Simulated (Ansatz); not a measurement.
## TaO₂: computed properties

All numbers below come from DFT PBEsol, scalar-relativistic, plane waves, PAW (Ansatz 0.2.0).

Plane waves to 420 eV, a k mesh through Γ of 8×8×12 on the computed 6-atom cell and Gaussian smearing (0.10 eV); no spin polarisation.

The structure is relaxed at this level of theory with its symmetry kept. Whether it is the stable form of this composition wasn't checked.

```xyz
6
Lattice="4.9509 0.0000 0.0000 0.0000 4.9509 0.0000 0.0000 0.0000 2.8508" Properties=species:S:1:pos:R:3 pbc="T T T"
Ta    0.0000    0.0000    1.4254
Ta    2.4755    2.4755    0.0000
O     3.5322    1.4188    1.4254
O     1.4188    3.5322    1.4254
O     1.0567    1.0567    0.0000
O     3.8942    3.8942    0.0000
```

```
Space group                                                       : P4_2/mnm (No. 136)
Volume per atom                                                   : 11.65 Å³
Formation energy from the elements' standard states (uncorrected) : -2.652 eV/atom
Kohn–Sham band gap                                                : none (metal)
Density of states at the Fermi level                              : 2.52 states/eV per cell
Löwdin character within 0.5 eV of the Fermi level                 : Ta 5d 83 %, O 2p 14 %
Bulk modulus                                                      : 271 GPa
Its pressure derivative                                           : 4.5
Bader charges (e)                                                 : Ta (2 in the cell) 2.47, O (4 in the cell) -1.24
```

Spin-orbit coupling is left out, which matters for the bands of heavy elements.